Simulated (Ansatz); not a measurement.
# C₄H₄F₂: small, medium and large basis sets

One table from this session's results is given with a row withheld; the runs are named, their logs left out.

Method: one geometry, several basis sets; program: Ansatz 0.2.0, Gaussian basis.

Plan: PBE0-D4/def2-SVP; ωB97M-V/def2-SVP; PBE0-D4/def2-QZVPP; ωB97M-V/def2-QZVPP; the functionals' def2-TZVPP values are taken from earlier runs.

## The geometry

All runs share one geometry, relaxed beforehand with PBE0-D4 in a triple-zeta def2 set.

SMILES `C=C(F)/C=C/F`, 10 atoms, charge 0, spin multiplicity 1.

Atoms are counted from 1 here; the program's logs count them from 0.

Bond lengths: C1–C2 1.327 Å, C1–H7 1.080 Å, C1–H8 1.081 Å, C2–F3 1.345 Å, C2–C4 1.444 Å, C4–C5 1.326 Å, C4–H9 1.083 Å, C5–F6 1.331 Å, C5–H10 1.083 Å. Angles: C2–C1–H7 119.8°, C2–C1–H8 120.9°, H7–C1–H8 119.3°, C1–C2–F3 119.3°, C1–C2–C4 126.7°, F3–C2–C4 114.0°, C2–C4–C5 122.8°, C2–C4–H9 117.5°, C5–C4–H9 119.8°, C4–C5–F6 121.3°, C4–C5–H10 125.6°, F6–C5–H10 113.1°.

Coordinates:

```
atom    x (Å)    y (Å)    z (Å)
  C1   0.2400  -1.8123   0.4727
  C2  -0.2954  -0.6552   0.1051
  F3  -1.6176  -0.5870  -0.1329
  C4   0.3989   0.5972  -0.0789
  C5  -0.2169   1.7119  -0.4493
  F6   0.4530   2.8507  -0.6101
  H7   1.3010  -1.8761   0.6661
  H8  -0.3712  -2.6971   0.5824
  H9   1.4676   0.6067   0.0979
 H10  -1.2762   1.8100  -0.6504
```

The first run:

in.yaml

```yaml
crystal:
  periodic: [false, false, false]
  atoms:
    - {symbol: C, position_ang: [0.239977, -1.812289, 0.472669]}
    - {symbol: C, position_ang: [-0.295397, -0.655185, 0.105138]}
    - {symbol: F, position_ang: [-1.617639, -0.586964, -0.132918]}
    - {symbol: C, position_ang: [0.398944, 0.597194, -0.078877]}
    - {symbol: C, position_ang: [-0.216938, 1.711863, -0.449292]}
    - {symbol: F, position_ang: [0.452961, 2.850683, -0.610086]}
    - {symbol: H, position_ang: [1.301014, -1.876139, 0.666114]}
    - {symbol: H, position_ang: [-0.371230, -2.697077, 0.582425]}
    - {symbol: H, position_ang: [1.467574, 0.606653, 0.097923]}
    - {symbol: H, position_ang: [-1.276166, 1.809960, -0.650396]}
basis:
  gaussian: {orbitals: def2-SVP}
hamiltonian: {xc: pbe0, dispersion: d4}
output: {orbitals: {seedname: orbitals}}
```

Run with:

```sh
> ansatz run in.yaml --threads 4 --pin off --events-out ev --progress --plain --max-ram 10444MiB
```

Among the steps run: PBE0-D4 in def2-SVP; ωB97M-V in def2-SVP; PBE0-D4 in def2-QZVPP; ωB97M-V in def2-QZVPP.

One of the session's tables, all rows but one given; the rest of the session is left out.

It belongs to the step «Functionals by basis». 

| functional | basis | HOMO (eV) |
| --- | --- | --- |
| PBE0-D4 | def2-SVP | -6.87 |
| PBE0-D4 | def2-TZVPP | -6.96 |
| PBE0-D4 | def2-QZVPP | -6.99 |
| ωB97M-V | def2-SVP | ? |
| ωB97M-V | def2-TZVPP | -9.07 |
| ωB97M-V | def2-QZVPP | -9.10 |

Estimate the missing values for ωB97M-V, def2-SVP.

As computed: HOMO (eV): -8.96. In the column «HOMO (eV)» it lies between ωB97M-V, def2-TZVPP (-9.07) and PBE0-D4, def2-QZVPP (-6.99).
